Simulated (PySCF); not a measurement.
Input of a run (PBE0-D3(BJ)/def2-SVP geometry optimisation, gas phase (PySCF 2.14.0)), started from GFN2-xTB:
```
{"job": {"xc": "PBE0", "basis": "def2-SVP", "d3": "d3bj", "grid": 1, "shake": 0.01, "kind": "geom"}, "charge": 0, "multiplicity": 1}
C     -0.633650    -0.116490    -0.010730
C      0.823390    -0.029370    -0.013330
O      1.617210    -0.874160    -0.147980
F      1.276440     1.267940     0.175350
H     -1.032910     0.287750     0.921030
H     -0.986680    -1.109760    -0.165750
H     -1.029840     0.544980    -0.808510
```

Output (energies in Eh, forces in Eh/bohr):
```
step   0  E = -252.63888878  max force = 0.033710
step   1  E = -252.64077006  max force = 0.016571
step   2  E = -252.64133886  max force = 0.013278
step   3  E = -252.64186086  max force = 0.003278
step   4  E = -252.64184226  max force = 0.003818
step   5  E = -252.64189639  max force = 0.001596
step   6  E = -252.64190893  max force = 0.000195
optimisation converged
```

**Question.** Summarise the run.

**Answer.** The energy falls by 0.082 eV over 7 energy and gradient evaluations, the largest force component goes from 0.0337 to 1.9e-04 Eh/bohr, and the atoms move by 0.065 Å rms after alignment. The bond that changes most is C2–F4 (acyl halide carbon to acyl fluorine), which shortens by 0.043 Å. Bonds longer at the end by more than 0.005 Å: 4 of 6; shorter: 2. Among the angles that change most is C2–C1–H6, from 112.7° to 110.0°. The energy rose by more than 1e-6 Eh at step 4. The first step brought 62 % of the lowering.

**Question.** What are the final bond lengths?

**Answer.** C1–C2 1.492 Å, C2=O3 1.182 Å, C2–F4 1.344 Å, C1–H5 1.099 Å, C1–H6 1.095 Å, C1–H7 1.101 Å. Numbering counts from 1 in the input's order; the species is `CC(=O)F` (acetyl fluoride).

The run used 71 basis functions and 50 SCF cycles in all. On one thread of an Arm Neoverse V2, no GPU, on a shared host, this took 7.5 s and 0.31 GiB of memory at its peak.

Stationary, but not proved a minimum.
